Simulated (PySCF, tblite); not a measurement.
# C₃H₂F₃ radical: geometry, infrared bands and EPR parameters

Aim: predict the infrared bands and EPR parameters of C₃H₂F₃ radical (`[CH2]C(F)=C(F)F`).

The runs use tblite 0.8.0 and PySCF 2.14.0, with density-fitted response routines of our own; the level of theory stands in each step. All values are computed, except where a source is named. Atoms count from 0, in the outputs and in this text.

## 1. Starting geometry

8 atoms, charge 0, multiplicity 2; geometry from: force field or distance geometry start.

Bonds of the start (Å): C0–C1 1.46, C1–F2 1.37, C1–C3 1.35, C3–F4 1.37, C3–F5 1.35, C0–H6 1.11, C0–H7 1.09.

## 2. Optimising the geometry with GFN2-xTB

Job settings and geometry (Å):

```
{"job": {"kind": "relax", "xc": "GFN2-xTB", "basis": "xTB"}, "charge": 0, "multiplicity": 2}
C     -1.200900     0.183500    -0.335200
C      0.094200    -0.464000    -0.126400
F      0.304200    -1.817200    -0.220200
C      1.122800     0.357700     0.194000
F      2.340000    -0.220200     0.417000
F      0.918800     1.689000     0.305300
H     -1.609000     0.704900     0.556000
H     -1.961000    -0.424400    -0.815100
```

Command:

```console
$ OMP_NUM_THREADS=1 python probes_run.py task.json out
```

The driver reads the jobs from task.json and runs them one after another.

The log of the run:

```text
step      E/eV     max force
  0    -585.31256    2.574
  1    -585.56277    1.804
  2    -585.80008    1.289
  3    -585.87642    0.986
  4    -586.00264    1.066
  5    -586.04767    0.525
  6    -586.07185    0.573
  7    -586.10318    0.604
  8    -586.13597    0.831
  9    -586.17102    0.764
 10    -586.20289    0.447
 11    -586.22236    0.468
 12    -586.23670    0.532
 13    -586.25057    0.419
 14    -586.26292    0.323
 15    -586.27216    0.288
 16    -586.27880    0.283
 17    -586.28428    0.223
 18    -586.28872    0.202
 19    -586.29182    0.153
 20    -586.29374    0.107
 21    -586.29476    0.087
 22    -586.29556    0.103
 23    -586.29643    0.086
 24    -586.29716    0.065
 25    -586.29755    0.064
 26    -586.29784    0.059
 27    -586.29833    0.070
 28    -586.29904    0.095
 29    -586.29974    0.080
 30    -586.30016    0.047
 31    -586.30034    0.039
 32    -586.30044    0.029
 33    -586.30049    0.019
 34    -586.30052    0.009
```

It took 0.09 s on 1 thread of Arm Neoverse V2, shared host.

Relaxation path: (not every step is listed)

| step | energy from step 0 (eV) | largest force (eV/Å) |
| --- | --- | --- |
| 0 | 0.0000 | 2.5735 |
| 1 | -0.2502 | 1.8042 |
| 2 | -0.4875 | 1.2891 |
| 3 | -0.5639 | 0.9855 |
| 4 | -0.6901 | 1.0664 |
| 5 | -0.7351 | 0.5250 |
| 6 | -0.7593 | 0.5731 |
| 7 | -0.7906 | 0.6045 |
| 8 | -0.8234 | 0.8305 |
| 10 | -0.8903 | 0.4473 |
| 12 | -0.9241 | 0.5322 |
| 14 | -0.9504 | 0.3235 |
| 16 | -0.9662 | 0.2834 |
| 18 | -0.9762 | 0.2024 |
| 20 | -0.9812 | 0.1068 |
| 22 | -0.9830 | 0.1028 |
| 24 | -0.9846 | 0.0652 |
| 26 | -0.9853 | 0.0588 |
| 28 | -0.9865 | 0.0949 |
| 29 | -0.9872 | 0.0799 |
| 30 | -0.9876 | 0.0473 |
| 31 | -0.9878 | 0.0393 |
| 32 | -0.9879 | 0.0287 |
| 33 | -0.9879 | 0.0194 |
| 34 | -0.9880 | 0.0086 |

Close pairs (by a distance rule), those that changed most:

| bond | before (Å) | after (Å) | change (Å) |
| --- | --- | --- | --- |
| C0–C1 | 1.463 | 1.364 | -0.099 |
| C3–F4 | 1.366 | 1.321 | -0.045 |
| C0–H6 | 1.110 | 1.072 | -0.039 |
| C1–C3 | 1.355 | 1.384 | +0.029 |
| C3–F5 | 1.351 | 1.326 | -0.025 |
| C1–F2 | 1.373 | 1.349 | -0.024 |
| C0–H7 | 1.085 | 1.072 | -0.013 |

The end geometry stands in the next job.

## 3. Harmonic vibrations with GFN2-xTB

Job settings and geometry (Å):

```
{"job": {"kind": "ir", "xc": "GFN2-xTB", "basis": "xTB"}, "charge": 0, "multiplicity": 2}
C     -1.266714     0.006461    -0.200142
C      0.022632    -0.432381    -0.121995
F      0.297868    -1.713498    -0.440832
C      1.119111     0.319358     0.261919
F      2.362546    -0.120651     0.334768
F      1.026119     1.596668     0.607229
H     -1.511769     1.019789     0.047953
H     -2.040735    -0.666334    -0.513464
```

The log of the run:

```text
mode    cm-1     km/mol
  1     131.9      1.75
  2     179.8      3.34
  3     271.4     11.28
  4     338.9      2.43
  5     455.3      5.05
  6     483.0      1.49
  7     507.1      7.24
  8     567.7      3.57
  9     746.5     56.60
 10     770.8     32.08
 11     914.4     21.39
 12    1127.7    200.19
 13    1239.7    215.30
 14    1321.7     17.45
 15    1465.6     64.80
 16    1521.4    121.64
 17    3151.0      6.16
 18    3202.1      0.87
```

Run time: 0.1 s. Hardware: 1 thread of Arm Neoverse V2, shared host.

Which atoms move in the most intense modes:

| cm⁻¹ | km/mol | atoms |
| --- | --- | --- |
| 746 | 56.6 | H7 40 %, H6 36 %, C0 23 % |
| 771 | 32.1 | F4 29 %, F5 20 %, C0 18 %, F2 12 % |
| 914 | 21.4 | H6 32 %, F2 23 %, C0 22 %, H7 18 % |
| 1128 | 200.2 | C1 36 %, C3 17 %, H7 12 %, F2 10 % |
| 1240 | 215.3 | C3 72 %, F5 14 %, F4 13 % |
| 1322 | 17.4 | H6 40 %, H7 34 %, C1 22 % |
| 1466 | 64.8 | C0 39 %, C1 39 %, H7 10 % |
| 1521 | 121.6 | C3 56 %, C1 36 % |

## 4. g tensor and hyperfine couplings: B3LYP/pcH-1

The job, as its differences from that of step 3:

```diff
@@ -1,2 +1,2 @@
-{"job": {"kind": "ir", "xc": "GFN2-xTB", "basis": "xTB"}, "charge": 0, "multiplicity": 2}
+{"job": {"kind": "epr", "basis": "pcH-1"}, "charge": 0, "multiplicity": 2}
 C     -1.266714     0.006461    -0.200142
```

Method: UKS B3LYP, pcH-1 on C F H, non-relativistic, mean-field spin-orbit, GIAO.

The log of the run:

```text
UKS, coarse grid
  cycle   1  E = -414.84747779  |g| = 6.07e-01
  cycle   2  E = -414.54255535  |g| = 1.09e+00
  cycle   3  E = -414.98254193  |g| = 5.81e-02
  cycle   4  E = -414.98348257  |g| = 5.41e-02
  cycle   5  E = -414.98490285  |g| = 1.40e-02
  cycle   6  E = -414.98505925  |g| = 6.55e-03
  cycle   7  E = -414.98510500  |g| = 3.23e-03
  cycle   8  E = -414.98511131  |g| = 1.50e-03
  cycle   9  E = -414.98511188  |g| = 1.80e-04
UKS, final grid
  cycle   1  E = -414.98508847  |g| = 1.86e-04
  cycle   2  E = -414.98508846  |g| = 2.95e-04
  cycle   3  E = -414.98508848  |g| = 2.47e-05
  cycle   4  E = -414.98508848  |g| = 1.22e-05
E = -414.98508848 Eh   <S^2> = 0.7756 (exact 0.7500)
g shifts (ppm)      1          2          3
  rmc          -200       -200       -200
  gc             -4         45         39
  oz_so        -151       1726       1963
  total        -356       1571       1802
hyperfine (MHz)  atom isotope    a_iso     a_fc   dipolar eigenvalues
    0   13C      51.36      51.36    -50.38    -48.65     99.03
    1   13C     -59.94     -59.94    -29.67     12.69     16.98
    2   19F     -32.01     -32.01    -73.05     25.36     47.69
    3   13C      71.55      71.55    -61.48    -59.99    121.47
    4   19F     103.08     103.08   -180.44   -149.38    329.82
    5   19F      91.20      91.20   -158.62   -125.30    283.92
    6    1H     -38.82     -38.82    -20.89     -1.42     22.31
    7    1H     -41.31     -41.31    -24.55     -0.17     24.72
```

Wall time 19 s (1 thread of Arm Neoverse V2, shared host); peak memory 0.59 GiB.

Principal g values 2.00196, 2.00389, 2.00412; g(iso) = 2.00333, against 2.00232 for a free electron.

Mean a(iso) over the nuclei that a row names, and the largest dipolar term of the row (other rows stand at the frozen geometry):

| nuclei | isotope | a(iso) (MHz) | a(iso) (G, at g = 2.0023) | largest dipolar term (MHz) |
| --- | --- | --- | --- | --- |
| F4 | 19F | 103.1 | 36.8 | 329.8 |
| F5 | 19F | 91.2 | 32.5 | 283.9 |
| C3 | 13C | 71.6 | 25.5 | 121.5 |
| C1 | 13C | -59.9 | -21.4 | -29.7 |
| C0 | 13C | 51.4 | 18.3 | 99.0 |
| H6, H7 | 1H | -40.1 | -14.3 | 24.7 |
| F2 | 19F | -32.0 | -11.4 | -73.0 |

Mulliken spin populations:

| atom | value (e) |
| --- | --- |
| C0 | 0.66 |
| C1 | -0.22 |
| F2 | -0.01 |
| C3 | 0.55 |
| F4 | 0.04 |
| F5 | 0.03 |
| H6 | -0.03 |
| H7 | -0.03 |

In first order the couplings over 0.8 MHz of 19F, 1H give 24 distinct lines over 109.3 G, if the averaged nuclei exchange fast; the same motion can average rows kept apart here too.

Orbitals, density, ELF and potential are computed afterwards from the orbital file.

ELF in a plane through or near 8 of the atoms.

Values, 10 rows by 14 columns:
```
0.00 0.00 0.00 0.00 0.00 0.00 0.00 0.00 0.00 0.00 0.00 0.00 0.00 0.00
0.00 0.00 0.00 0.00 0.00 0.00 0.01 0.01 0.00 0.00 0.00 0.00 0.00 0.00
0.00 0.00 0.00 0.00 0.00 0.10 0.62 0.73 0.51 0.03 0.00 0.00 0.00 0.00
0.00 0.00 0.03 0.32 0.43 0.02 0.78 0.29 0.62 0.01 0.30 0.10 0.00 0.00
0.00 0.00 0.24 0.82 0.74 0.23 0.52 0.07 0.48 0.77 1.00 0.96 0.03 0.00
0.00 0.00 0.25 0.69 0.44 0.59 0.67 0.44 0.35 0.24 0.84 0.58 0.01 0.00
0.00 0.00 0.00 0.04 0.70 0.57 0.53 0.03 0.97 0.99 0.41 0.02 0.00 0.00
0.00 0.00 0.00 0.15 0.67 0.80 0.67 0.01 0.93 0.98 0.38 0.00 0.00 0.00
0.00 0.00 0.00 0.00 0.01 0.02 0.01 0.00 0.00 0.00 0.00 0.00 0.00 0.00
0.00 0.00 0.00 0.00 0.00 0.00 0.00 0.00 0.00 0.00 0.00 0.00 0.00 0.00
```
The map spans 9.9 Å across and 8.8 Å up, centred on the molecule. Atoms in the plane (x, y in Å): C0 (1.3, -0.2), C1 (0.1, 0.4), F2 (0.1, 1.8), C3 (-1.2, -0.2), F4 (-2.3, 0.5), F5 (-1.3, -1.5), H6 (1.3, -1.3), H7 (2.2, 0.4).

log10 of the density (e/Å³) in the same plane.

Values, 10 rows by 14 columns:
```
-4.0 -4.0 -4.0 -4.0 -4.0 -4.0 -4.0 -4.0 -4.0 -4.0 -4.0 -4.0 -4.0 -4.0
-4.0 -4.0 -4.0 -4.0 -4.0 -4.0 -2.8 -2.5 -3.0 -4.0 -4.0 -4.0 -4.0 -4.0
-4.0 -4.0 -4.0 -3.4 -3.1 -1.8 -0.5  0.0 -0.8 -2.2 -3.5 -4.0 -4.0 -4.0
-4.0 -4.0 -2.1 -1.2 -1.0 -1.3  0.2  1.1 -0.2 -1.6 -1.9 -2.6 -3.6 -4.0
-4.0 -3.0 -1.1  0.5  0.8 -0.4 -0.1  0.4 -0.2 -0.3 -0.3 -1.4 -2.8 -4.0
-4.0 -3.3 -1.5 -0.4 -0.1  1.3  0.1 -0.1  0.4  0.5 -0.4 -1.5 -2.8 -4.0
-4.0 -4.0 -3.0 -1.5 -0.1  0.9 -0.2 -1.2 -0.1  0.1 -1.2 -2.3 -3.4 -4.0
-4.0 -4.0 -3.8 -1.8 -0.5  0.3 -0.6 -1.7 -1.3 -1.2 -2.0 -3.1 -4.0 -4.0
-4.0 -4.0 -4.0 -3.8 -2.5 -2.2 -2.6 -3.4 -3.2 -3.2 -3.6 -4.0 -4.0 -4.0
-4.0 -4.0 -4.0 -4.0 -4.0 -4.0 -4.0 -4.0 -4.0 -4.0 -4.0 -4.0 -4.0 -4.0
```
The map spans 9.9 Å across and 8.8 Å up, centred on the molecule. Atoms in the plane (x, y in Å): C0 (1.3, -0.2), C1 (0.1, 0.4), F2 (0.1, 1.8), C3 (-1.2, -0.2), F4 (-2.3, 0.5), F5 (-1.3, -1.5), H6 (1.3, -1.3), H7 (2.2, 0.4).

On the surface of density 0.002 e/bohr³ the electrostatic potential runs, from the 1st to the 99th percentile, from -0.59 V near F2 to 1.18 V near H6.

The spin density lies nearest to C0, C3 about 34 % each; C1 10 % (beta excess).

## 5. What came out

```
                                                                  quantity                  value
                                 strongest single infrared mode (GFN2-xTB)  1240 cm⁻¹, 215 km/mol
                                              zero-point energy (GFN2-xTB)          26.3 kcal/mol
                                                            g(iso) (B3LYP)                2.00333
                                                                      ⟨S²⟩     0.776 (exact 0.75)
                                        largest a(iso) (averaged by class)   19F on F4, 103.1 MHz
potential on the surface of density 0.002 e/bohr³, 1st and 99th percentile     -0.59 V and 1.18 V
```

In words: Over 34 steps the energy fell by 0.988 eV; of the close pairs, C0–C1 changed most, 1.463 to 1.364 Å. All 18 modes are real, so the xTB geometry is a minimum. The strongest single mode, at 1240 cm⁻¹, moves mainly C3. GFN2-xTB is a fitted tight-binding method: band positions and strengths are rough. Its intensities can rank the bands wrongly. The largest spin populations lie on C0 (0.66 e), C3 (0.55 e). The isotropic g lies 1.0 ppt above the free-electron value. The conformer search found further structures of the same energy, which may be mirror or relabelled copies of this one.
